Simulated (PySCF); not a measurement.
Geometry:
| atom | x (Å) | y (Å) | z (Å) |
| --- | --- | --- | --- |
| C1 | 2.026 | -0.651 | -0.062 |
| N2 | 0.842 | -0.473 | 0.752 |
| C3 | -0.357 | 0.060 | 0.106 |
| C4 | -0.162 | 1.473 | -0.470 |
| C5 | -0.807 | -0.893 | -1.004 |
| C6 | -1.437 | 0.106 | 1.194 |
| H7 | 2.393 | 0.267 | -0.544 |
| H8 | 2.819 | -1.037 | 0.579 |
| H9 | 1.826 | -1.392 | -0.834 |
| H10 | 1.067 | 0.114 | 1.549 |
| H11 | 0.555 | 1.465 | -1.289 |
| H12 | -1.106 | 1.855 | -0.850 |
| H13 | 0.200 | 2.152 | 0.302 |
| H14 | -0.826 | -1.913 | -0.629 |
| H15 | -1.805 | -0.624 | -1.340 |
| H16 | -0.139 | -0.846 | -1.860 |
| H17 | -2.388 | 0.423 | 0.775 |
| H18 | -1.555 | -0.880 | 1.635 |
| H19 | -1.157 | 0.803 | 1.981 |

Geometry: GFN2-xTB; GIAO shifts from PySCF 2.14, gas phase, non-relativistic, averaged over equivalent atoms.

At PBE0/ANO-RCC-VDZP (149 basis functions, 50 s wall time on 1 thread of an Arm Neoverse N1, shared host):
```
                              atoms  δ (ppm)
                                 C3     51.6
                                 C1     29.7
                           C4/C5/C6     28.9
                                 N2     72.8
                           H7/H8/H9     2.47
H11/H12/H13/H14/H15/H16/H17/H18/H19     1.02
                                H10    -0.14
```

δ = σ(ref) − σ, references computed at the same level: TMS for 13C (190.39 ppm), 1H (31.76 ppm); 15N (274.18 ppm) against NH3.

Estimate the result of repeating the calculation with PBE0/pcSseg-1.

## Answers


```
                              atoms  δ at PBE0/pcSseg-1  change
                                 C3                51.7    +0.1
                                 C1                31.7    +2.0
                           C4/C5/C6                30.4    +1.5
                                 N2                69.3    -3.5
                           H7/H8/H9                2.57   +0.10
H11/H12/H13/H14/H15/H16/H17/H18/H19                1.10   +0.08
                                H10               -0.18   -0.04
```

Shifts are taken against calculated references (same method and geometry level): TMS for 13C (σref 186.93) and 1H (σref 31.72); 15N (σref 267.73) against NH3.

The largest change is at N2 (amine nitrogen). Cost: 167 basis functions, 43 s wall time on 1 thread of an Arm Neoverse N1, shared host. The order of the carbon signals is the same at both levels.

Experimental scales use liquid or dissolved standards, which lie at an offset from isolated NH3 (liquid NH3: subtract about 20 ppm).
